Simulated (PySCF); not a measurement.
# BeClH3: the cost of one run

Programs: PySCF 2.14.0. All values are calculated, for the isolated system unless a continuum is named. Atoms count from 0, parts from 1.

## 1. The system as given

5 atoms, charge 0, multiplicity 1; geometry: GFN2-xTB. Parts: 1 = atoms 0–2, `[BeH2]`, charge 0; 2 = atoms 3–4, `Cl`, charge 0.

## 2. Geometry optimisation at PBE0-D3(BJ)/def2-SVPD

What the job is given:

```
{"job": {"xc": "PBE0", "basis": "def2-SVPD", "d3": "d3bj", "grid": 2, "kind": "geom"}, "charge": 0, "multiplicity": 1, "parts": [{"atoms": "0-2", "charge": 0, "multiplicity": 1}, {"atoms": "3-4", "charge": 0, "multiplicity": 1}]}
Be     0.098235    -0.149012     0.007877
H      0.428776     0.172612    -1.207313
H     -0.943729    -0.268347     0.779212
Cl     1.816811    -0.628158     1.047470
H      1.662321    -0.968192     2.267009
```

Run with:

```bash
> OMP_NUM_THREADS=1 python cluster_run.py task.json out
```

One launch serves the whole session: the jobs run in the order shown.

Q: Estimate the wall time and peak memory of this first job on 1 thread of Intel Xeon 6975P-C, shared host.

About 5.7 s, with a peak of 0.33 GiB.
